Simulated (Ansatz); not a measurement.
`OCC#CF` + H₂ → `C#CCO` + H–F at 700 K and 1 bar (hydrogenolysis of a C–F bond).

Calculated with Ansatz (gas phase, PBE0-D4/def2-TZVP geometries, no zero-point term in ΔE). CCSD(T)/CBS adds triple-zeta CCSD(T) − MP2 to the extrapolated MP2 energy (def2 sets, frozen cores). This one scheme is used for every species. Each species was taken in one conformer, which may not be the lowest.

```tsv
species	CCSD(T)/CBS energy (Eh)	H − E (kJ/mol)	S (J/(mol·K))
`OCC#CF`	-290.80921	203.1	395.6
H₂	-1.17544	46.8	155.3
`C#CCO`	-191.65368	215.8	365.9
H–F	-100.39570	45.2	198.5
```

H − E and S are ideal-gas, rigid-rotor, harmonic terms from PBE0-D4/def2-TZVP, for one conformer and one mirror image of each species. The MP2-based limit puts H₂ 0.8 mEh under its directly extrapolated value; such offsets cancel only in part. 1 Eh = 2625.50 kJ/mol, R = 8.31446 J/(mol·K).

Problem. By hand: ΔE, ΔH, ΔS and ΔG.

Solution. ΔE = (-191.65368) + (-100.39570) − (-290.80921) − (-1.17544) = -0.06473 Eh = -169.9 kJ/mol. Δ(H − E) = 215.8 + 45.2 − 203.1 − 46.8 = 11.1, so ΔH = -158.8 kJ/mol. ΔS = 365.9 + 198.5 − 395.6 − 155.3 = 13.5 J/(mol·K). ΔG = -158.8 − 700 × (13.5)/1000 = -168.2 kJ/mol.

Problem. By hand: the equilibrium constant, and the temperature at which ΔG would vanish if ΔH and ΔS stayed fixed.

Solution. log₁₀ K = −ΔG/(RT ln 10) = 12.6. ΔH and −TΔS have one sign here, so there is no such temperature.

The number of gas molecules stays the same, so ΔS is small and ΔH decides. A doubt of 5 kJ/mol in ΔE shifts log₁₀ K by 0.4 here. Other conformers and mirror images would add mixing entropy, several J/(mol·K) or more a flexible species. These are equilibria of isolated gas molecules and say nothing of rates. Largest T1 diagnostic: 0.012 (customary marks: 0.02 for closed shells, 0.045 for open ones).
